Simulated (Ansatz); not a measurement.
Species, as SMILES: N (NH3).
Atoms: N1, H2, H3, H4. Bonds: N1-H2, N1-H3, N1-H4.

Basis-set convergence of the optimised N1-H2 bond length at PBE with Ansatz (a quantum-chemistry and plane-wave program). Cartesian d functions, on some or all atoms, in 6-31G**; all else is spherical. The program fits the integrals of some runs and decomposes those of others, by size. No added dispersion term, no relativity. Reference: the value in aug-cc-pVQZ, 1.0213 Å, itself unsure by roughly 0.0002 Å (its mean distance from def2-QZVPPD, pcseg-3, def2-QZVPP). Deviations are taken from unrounded values.

```
basis            functions  optimised N1-H2 bond length (Å)  minus reference (Å)
---------------  ---------  -------------------------------  -------------------
3-21G                   15                           1.0329               0.0116
pcseg-0                 15                           1.0357               0.0145
def2-SVP                29                           1.0310               0.0097
6-31G**                 30                           1.0262               0.0049
6-311+G**               40                           1.0225               0.0012
cc-pVTZ                 72                           1.0227               0.0014
jun-cc-pV(T+d)Z         81                           1.0220               0.0007
def2-TZVPPD             88                           1.0218               0.0006
aug-pcseg-2            115                           1.0214               0.0001
```

The smallest set listed that lies within 0.003 Å of the reference with all its larger relatives (same family, alike in diffuse functions; a set with none counts only in the reference's own line) is 6-311+G** (40 functions, 0.0012 Å off). Inside, with no larger relative to test it: aug-pcseg-2. (Relatives not listed, tested too: 6-311++G(2d,2p) 0.0004, 6-311++G(3df,3pd) 0.0008, aug-cc-pVTZ 0.0007, cc-pVQZ 0.0003, def2-QZVPPD -0.0001, aug-cc-pVQZ 0.0000 Å.)
